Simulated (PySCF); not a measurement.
Dipole moment and polarisability of `C=C(C)CCF`

Species: C5H9F.
Atom-mapped SMILES: `[CH2:1]=[C:2]([CH3:3])[CH2:4][CH2:5][F:6]` (hydrogens: H7, H8 on C1; H9, H10, H11 on C3; H12, H13 on C4; H14, H15 on C5)

Geometry (GFN2-xTB, Å), atoms numbered from 1 in this order:
```xyz
15
C5H9F angstrom
C     -0.9575    1.5564   -0.2427
C     -0.5979    0.3419    0.1399
C     -1.4896   -0.8520    0.0104
C      0.7721    0.0759    0.7108
C      1.7610   -0.3558   -0.3710
F      1.4734   -1.6192   -0.8297
H     -0.3012    2.4044   -0.1387
H     -1.9239    1.7537   -0.6737
H     -2.4217   -0.5942   -0.4849
H     -1.7171   -1.2566    0.9967
H     -0.9890   -1.6331   -0.5591
H      1.1694    0.9819    1.1703
H      0.7196   -0.7099    1.4667
H      2.7830   -0.3970    0.0207
H      1.7149    0.3115   -1.2376
```

Level: CAM-B3LYP/def2-SVPD (PySCF), static field, nuclei fixed, core orbitals frozen in the response. The polarisability tensor in these axes (au):

```
x   64.79 -3.50  2.04
y   -3.50 69.56 -3.08
z    2.04 -3.08 52.72
```

Problem. Give the principal values, the mean and the anisotropy Δα = √{½[(α1 − α2)² + (α2 − α3)² + (α1 − α3)²]}.

Solution. Principal values 52.01, 62.95 and 72.11 au; mean 62.36 au = 9.24 Å³ = 10.28 × 10⁻⁴⁰ C²·m²/J; Δα = 17.44 au (28 % of the mean).

Problem. What is the dipole moment, and where does it point?

Solution. (0.34, 1.16, 0.81) D, 1.46 D in size, pointing from the negative to the positive side. Measured along this direction, the outermost atoms are H11 at the negative end and H7 and H12 at the positive end.

Problem. What would n − 1 = 2πNα be for an ideal gas of these molecules at 350 K and 1 atm, electronic part alone?

Solution. N = p/kT = 2.0968 × 10¹⁹ cm⁻³, so n − 1 = 2π × N × 9.24 × 10⁻²⁴ cm³ = 1217 × 10⁻⁶ at long wavelengths, for an ideal gas.

Problem. Find the Langevin capture rate constant for H3+ (3.023 u) meeting this molecule (88.069 u), k = 2.342 × 10⁻⁹ cm³/s × √(α in Å³ / reduced mass in u).

Solution. The reduced mass is 2.92 u, so k = 4.16 × 10⁻⁹ cm³/s. The formula leaves out the permanent dipole, which adds to the capture rate.

Problem. Give the principal axes and the span of the nuclei along them.

Solution. Largest value along (-0.47, 0.86, -0.19), where the nuclei span 4.47 Å; middle along (0.88, 0.48, 0.03), 4.68 Å; least along (-0.12, 0.15, 0.98), 2.62 Å. The strongest response doesn't lie along the longest of the three spans.

Problem. Estimate the molar refractivity from the static electronic polarisability.

Solution. Lorentz–Lorenz: R = (4π/3)N_A α = 2.5225 cm³/(mol·Å³) × 9.24 Å³ = 23.3 cm³/mol, in the limit of long wavelengths.

Problem. Give the eigenvalues of the traceless quadrupole moment Θ = ½Σq(3rr − r²1), origin at the centre of nuclear charge.

Solution. -7.08, 1.38, 5.70 D·Å. The values depend on the origin, since the dipole doesn't vanish. The electronic extent ⟨r²⟩ about the same centre is 662 bohr², a root-mean-square distance of 1.97 Å for the 48 electrons.

The structure is a single GFN2-xTB conformer in the gas phase; no vibrational or solvent corrections.

These values come from a run that also computed excited states. Time: 30 s. Hardware: an Arm Neoverse V1 with one thread (shared host).
